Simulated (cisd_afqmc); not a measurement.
Input (AFQMC/CISD/cc-pVDZ; cisd_afqmc is a phaseless AFQMC code with CISD trial states that reads the integrals written by Ansatz):

Ansatz 0.2 input:
```python
import cisd_afqmc

open("ham.yaml", "w").write("""\
crystal:
  periodic: [false, false, false]
  atoms:
    - {symbol: N, position_ang: [0.00073453, -0.00649234, 0.32080949]}
    - {symbol: O, position_ang: [0.02743334, 1.09989995, -0.11821610]}
    - {symbol: O, position_ang: [-0.02807606, -1.09421916, -0.16249220]}
basis:
  gaussian:
    orbitals: cc-pVDZ
magnetization: {spin_polarized: true, initial_magnetization: 1}
correlation: {method: ccsd, electrons: outside_noble_gas, hamiltonian_folder: ham}
""")
rep = cisd_afqmc.ansatz("ham.yaml")
e_ccsd = rep["correlation"]["coupled_cluster"]["energy"]["hartree"]
out = cisd_afqmc.run("ham", e_ccsd, trial="CISD", walkers=2000, populations=1, threads=12, dt=0.005, steps=40, early=24, settle=10, least=100,
    cut=5e-5, rank_cut=2e-4, target=0.0004, seconds=1000, seed=4, memory=62639, gpu=True)
```

Output:

```
WARN ansatz::render: the results are in doubt because among natural orbitals full CI differs from the method by -0.168 eV
orbitals 39, occupied [9, 8], factors 221 of 394, rank of the doubles 308 of 518
E(HF) = -204.049083
E(CCSD) on the cut factors = -204.580197, shift to the whole factors -0.000003
Energy of the trial state on the determinant = -204.580194
  tau behind 7.2 of longer steps, mean of the populations' last blocks
   2.0  -204.60579
   4.0  -204.60668
   6.0  -204.60682
   8.0  -204.60511
  10.0  -204.60475
  12.0  -204.60279
  14.0  -204.60659
  16.0  -204.60509
  18.0  -204.60535
  20.0  -204.60307
  22.0  -204.60646
blocks 100 (1 outliers left out), error by blocks joined: 1: 0.00029, 2: 0.00037, 4: 0.00039, 8: 0.00040
E(AFQMC/CISD) = -204.60501 +/- 0.00040
```

The run carries these doubts: large difference.
